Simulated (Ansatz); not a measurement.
**CH₅BO: a saddle search**

Aim: find the first-order saddle near the start with the program's own search, from a guess of the mode.

The runs use Ansatz 0.2.0, Gaussian basis; PBE0-D4/def2-SVP.

1 further run of the same task is left out (it didn't finish).

### 1 Where the work starts

The start, a known saddle point with all atoms moved at random by about 0.06 Å a coordinate: 8 atoms, charge 0, spin multiplicity 1.

Atoms are counted from 1 here; the program's logs count them from 0.

Bond lengths: B1–O2 1.671 Å, B1–H4 1.200 Å, B1–H5 1.247 Å, B1–H6 1.212 Å, O2–C3 1.265 Å, C3–H7 1.076 Å, C3–H8 1.122 Å. Angles: O2–B1–H4 106.5°, O2–B1–H5 93.9°, O2–B1–H6 102.3°, H4–B1–H5 114.9°, H4–B1–H6 115.4°, H5–B1–H6 119.3°, B1–O2–C3 91.9°, O2–C3–H7 119.3°, O2–C3–H8 122.9°, H7–C3–H8 117.7°.

Geometry (Å):

```
B    -0.9122    0.1788    0.3954
O    -0.1452   -0.4444   -0.9517
C     0.9963   -0.1861   -0.4724
H    -0.1535    0.9702    0.8837
H    -1.8441    0.6817   -0.2638
H    -1.1225   -0.8151    1.0569
H     1.7122    0.3460   -1.0745
H     1.3253   -0.5359    0.5421
```

### 2 The search

Input file run/in.yaml:

```yaml
crystal:
  periodic: [false, false, false]
  atoms:
    - {symbol: B, position_ang: [-0.912187, 0.178832, 0.395351]}
    - {symbol: O, position_ang: [-0.145229, -0.444401, -0.951692]}
    - {symbol: C, position_ang: [0.996296, -0.186143, -0.472393]}
    - {symbol: H, position_ang: [-0.153530, 0.970169, 0.883689]}
    - {symbol: H, position_ang: [-1.844081, 0.681746, -0.263764]}
    - {symbol: H, position_ang: [-1.122501, -0.815054, 1.056943]}
    - {symbol: H, position_ang: [1.712244, 0.345966, -1.074523]}
    - {symbol: H, position_ang: [1.325257, -0.535902, 0.542092]}
basis:
  gaussian: {orbitals: def2-SVP}
hamiltonian: {xc: pbe0, dispersion: d4}
saddle:
  f_tol: 0.05
  max_steps: 40
  mode_guess:
    - [-0.1845, 0.1761, 0.2336]
    - [0.1700, 0.3633, 0.0590]
    - [0.2432, -0.1195, -0.2088]
    - [-0.2493, 0.1045, 0.2295]
    - [-0.2944, -0.2022, 0.0412]
    - [-0.0623, -0.0434, -0.0759]
    - [0.3646, -0.3435, -0.2777]
    - [0.0127, 0.0648, -0.0008]
```

The run is started by

```console
> ansatz run in.yaml --threads 2 --pin off --events-out ev --progress --plain --max-ram 4352MiB
```

What it wrote:

```text
Functional definition: PBE0
  name "PBE0"
  cite "Adamo & Barone, J. Chem. Phys. 110, 6158 (1999) doi:10.1063/1.478522"
  cite "Perdew, Burke & Ernzerhof, Phys. Rev. Lett. 77, 3865 (1996) doi:10.1103/PhysRevLett.77.3865"
  parent pbe
  parameter a = 0.25
  parameter kappa = 0.804
  parameter beta = 0.06672455060314922
  exchange = (1 - a)*pbe_x(kappa = kappa, mu = beta*pi^2/3) + a*exact_x
  correlation = pbe_c(beta = beta)
745 factors; integrals over basis functions are off by at most 2.7e-4 eV
mean field evaluation 1: about -3829.8051 eV, gradient 2.9e1 eV
mean field evaluation 2: about -3827.2940 eV, gradient 4.9e1 eV
mean field evaluation 4: about -3832.0142 eV, gradient 1.4e0 eV
mean field evaluation 8: about -3832.0196 eV, gradient 1.4e-2 eV
mean field -3832.01958677 eV, -140.8241223777 hartree, gradient 8.1e-5 eV, S^2 0.000000; 0 other end points of the search recorded, 0 dependent functions left out
the calculation of the forces begins
reference -3832.01960996 eV, -140.8241232297 hartree; 12, 12 occupied and 55, 55 virtual orbitals, 745 factors
[... from here to the last solve, the lines of the solves are left out (91 solves) ...]
saddle step   1: F+E_penalty+E_count = -3832.09570414 eV  max|allowed force component| = 2.334e0 eV/Å  curvature = -1.6813 eV/Å²  mode residual = 2.62e0 eV/Å²  Δτ_max = 0.0000 Å  (1 rotations, 3 force calls, 63 SCF iters)  cluster: 3 rotations left out, max|force component along them| = 1.472e-6 eV/Å
saddle step   2: F+E_penalty+E_count = -3832.23451044 eV  max|allowed force component| = 5.418e-1 eV/Å  curvature = -2.0842 eV/Å²  mode residual = 1.99e0 eV/Å²  Δτ_max = 0.0879 Å  (1 rotations, 3 force calls, 58 SCF iters)  cluster: 3 rotations left out, max|force component along them| = 7.766e-7 eV/Å
saddle step   3: F+E_penalty+E_count = -3832.24793789 eV  max|allowed force component| = 1.521e-1 eV/Å  curvature = -2.3790 eV/Å²  mode residual = 1.17e0 eV/Å²  Δτ_max = 0.0291 Å  (1 rotations, 3 force calls, 59 SCF iters)  cluster: 3 rotations left out, max|force component along them| = 2.819e-7 eV/Å
saddle step   4: F+E_penalty+E_count = -3832.24904189 eV  max|allowed force component| = 5.732e-2 eV/Å  curvature = -2.4445 eV/Å²  mode residual = 1.13e0 eV/Å²  Δτ_max = 0.0104 Å  (1 rotations, 3 force calls, 59 SCF iters)  cluster: 3 rotations left out, max|force component along them| = 2.138e-7 eV/Å
saddle step   5: F+E_penalty+E_count = -3832.24945464 eV  max|allowed force component| = 3.674e-2 eV/Å  curvature = -2.4528 eV/Å²  mode residual = 1.10e0 eV/Å²  Δτ_max = 0.0045 Å  (1 rotations, 8 force calls, 131 SCF iters)  cluster: 3 rotations left out, max|force component along them| = 4.791e-7 eV/Å
saddle search: the force at step 6 is within saddle.f_tol, and the search now checks the order of the point unasked, as it does wherever a lone molecule whose rigid rotations it leaves out would converge (saddle.isolated_cluster): at most 100 rotations across the mode and 202 force calls, two more next to a line or behind a second negative curvature, two more where it reads a positive, two for each turn that reads one and six more at each negative that it reads, and up to 22 at one that stands (24 where saddle.amplitude is under 0.005 Å), over each length that the point is read over (saddle.order_check: false declines the check)
saddle search: the rotation starts from a random direction (saddle.seed = 0)
745 factors; integrals over basis functions are off by at most 2.6e-4 eV
mean field -3832.17357198 eV, -140.8297812298 hartree, gradient 3.1e-5 eV, S^2 0.000000; 1 other end points of the search recorded, 0 dependent functions left out
the calculation of the forces begins
reference -3832.17359531 eV, -140.8297820870 hartree; 12, 12 occupied and 55, 55 virtual orbitals, 745 factors
saddle step   6: F+E_penalty+E_count = -3832.24986588 eV  max|allowed force component| = 4.248e-3 eV/Å  curvature = -2.4009 eV/Å² (error put at 0.0010; -2.4016 at half of saddle.amplitude)  mode residual = 8.28e-1 eV/Å²  Δτ_max = 0.0135 Å  (1 rotations, 72 force calls, 1129 SCF iters)  order check (unasked): positive, curvature across the mode = +0.2622 eV/Å²; +0.1597 less its residual, +0.1595 less it at half of saddle.amplitude; error put at 0.0002 (64 force calls)  cluster: 3 rotations left out, max|force component along them| = 2.514e-7 eV/Å
Total energy: -3832.24988921 eV, -140.8325858362 hartree
Atom 0 at    -0.946301     0.134388     0.380843 Å, force     0.000276    -0.000704    -0.000146 eV/Å
Atom 1 at    -0.092883    -0.477648    -0.949851 Å, force    -0.000197     0.000961     0.004248 eV/Å
Atom 2 at     1.008278    -0.186421    -0.479340 Å, force     0.001383     0.000349    -0.002392 eV/Å
Atom 3 at    -0.186498     0.994690     0.856087 Å, force    -0.000366    -0.000288    -0.000030 eV/Å
Atom 4 at    -1.826681     0.716866    -0.218448 Å, force    -0.000057     0.000039    -0.000589 eV/Å
Atom 5 at    -1.181903    -0.808725     1.104396 Å, force    -0.000737     0.000257    -0.000928 eV/Å
Atom 6 at     1.742409     0.384465    -1.085189 Å, force    -0.000727    -0.000600     0.000566 eV/Å
Atom 7 at     1.339848    -0.562403     0.507204 Å, force     0.000426    -0.000013    -0.000729 eV/Å
Dipole moment:     0.761117    -0.037532    -0.137837 e Å
```

Run time: 53 s. Hardware: 2 threads of Arm Neoverse V2, shared host.

The steps of the relaxation:

| step | energy from step 1 (eV) | largest force component (eV/Å) |
| --- | --- | --- |
| 1 | 0.0000 | 2.3341 |
| 2 | -0.1388 | 0.5418 |
| 3 | -0.1522 | 0.1521 |
| 4 | -0.1533 | 0.0573 |
| 5 | -0.1538 | 0.0367 |
| 6 | -0.1542 | 0.0042 |

Distances of close pairs at the start and the end, largest changes first:

| bond | before (Å) | after (Å) | change (Å) |
| --- | --- | --- | --- |
| B1–H4 | 1.200 | 1.242 | +0.042 |
| C3–H7 | 1.076 | 1.110 | +0.034 |
| B1–H5 | 1.247 | 1.214 | -0.033 |
| O2–C3 | 1.265 | 1.232 | -0.032 |
| B1–O2 | 1.671 | 1.695 | +0.025 |
| C3–H8 | 1.122 | 1.107 | -0.016 |
| B1–H6 | 1.212 | 1.212 | -0.001 |

### 3 Results

```
                  quantity          value
                     steps              6
             energy change  -3.6 kcal/mol
        last largest force    0.0042 eV/Å
       RMSD from the start        0.055 Å
RMSD from the known saddle        0.017 Å
```

In words: It converged in 6 steps at a force tolerance of 0.05 eV/Å. It is back at the known saddle, up to the shift that another level brings.
